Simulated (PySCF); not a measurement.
## Charge on either side of a bond

Compound: C₄H₁₁PS.
Numbering: `[CH3:1][CH2:2][PH:3][CH2:4][S:5][CH3:6]` (hydrogens: H7, H8, H9 on C1; H10, H11 on C2; H12 on P3; H13, H14 on C4; H15, H16, H17 on C6)

Structure used (GFN2-xTB), in Å, numbered top down from 1:
```xyz
17
C4H11PS angstrom
C     -2.2459    0.6405    0.6965
C     -1.9664   -0.5068   -0.2652
P     -0.2351   -0.6116   -0.9366
C      0.7014   -0.5636    0.6812
S      2.4433   -1.0609    0.5031
C      2.9777    0.1650   -0.7193
H     -1.9662    1.5940    0.2507
H     -3.3081    0.6729    0.9325
H     -1.6969    0.5189    1.6273
H     -2.6150   -0.4248   -1.1426
H     -2.1877   -1.4678    0.2092
H     -0.1177    0.7624   -1.1945
H      0.6715    0.4213    1.1508
H      0.2672   -1.3063    1.3537
H      2.4118    0.0215   -1.6377
H      4.0338   -0.0084   -0.8979
H      2.8253    1.1654   -0.3223
```

Atomic charges (e) from the PBE0/pcSseg-1 density (PySCF):

```csv
atom,Mulliken,IAO,Hirshfeld,ESP-fitted
C1,-0.2768,-0.4165,-0.1183,-0.1375
C2,-0.4999,-0.4278,-0.1079,+0.0332
P3,+0.2523,+0.3372,+0.1089,-0.2837
C4,-0.5702,-0.5286,-0.1235,-0.1824
S5,-0.0249,+0.0888,-0.0270,-0.2247
C6,-0.4009,-0.5075,-0.1249,-0.3744
H7,+0.1165,+0.1389,+0.0382,+0.0519
H8,+0.1218,+0.1452,+0.0424,+0.0317
H9,+0.1234,+0.1383,+0.0392,+0.0109
H10,+0.1522,+0.1499,+0.0411,+0.0499
H11,+0.1508,+0.1457,+0.0408,+0.0651
H12,+0.0362,-0.0434,-0.0215,+0.1369
H13,+0.1799,+0.1462,+0.0359,+0.1259
H14,+0.1801,+0.1649,+0.0468,+0.2181
H15,+0.1617,+0.1507,+0.0351,+0.1283
H16,+0.1561,+0.1695,+0.0535,+0.2099
H17,+0.1418,+0.1483,+0.0413,+0.1408
```

Question: Cut each of the bonds C1–C2, C2–P3, C4–P3, S5–C4 and C6–S5 in turn and sum the charges on the side of the atom named first.

Answer: In e; the other side holds the opposite charge:

```csv
bond cut,piece,atoms,Mulliken,IAO,Hirshfeld,ESP-fitted
C1–C2,CH3,4,+0.085,+0.006,+0.001,-0.043
C2–P3,C2H5,7,-0.112,-0.126,-0.025,+0.105
C4–P3,C2H5S,8,-0.176,-0.168,-0.063,+0.042
S5–C4,CH3S,5,+0.034,+0.050,-0.022,-0.120
C6–S5,CH3,4,+0.059,-0.039,+0.005,+0.105
```

Extremes among these pieces. Mulliken: lowest C2H5S at C4, highest CH3 at C1; IAO: lowest C2H5S at C4, highest CH3S at S5; Hirshfeld: lowest C2H5S at C4, highest CH3 at C6; ESP-fitted: lowest CH3S at S5, highest C2H5 at C2 and CH3 at C6.

Question: Do the schemes agree better on the pieces than on the single atoms at the cuts?

Answer: The spread between schemes averages 0.178 e for the pieces and 0.395 e for the atoms named first; it is smaller for the piece at 5 of the 5 cuts. On average they agree better on the pieces. The sign differs between schemes (beyond ±0.03 e) for CH3 at C1, C2H5 at C2, C2H5S at C4, CH3S at S5 and CH3 at C6.

The structure is a single GFN2-xTB conformer in the gas phase; no vibrational or solvent corrections.

The run behind these numbers computed NMR shieldings as well. The run took about 60 s of CPU time (one thread, shared machine).
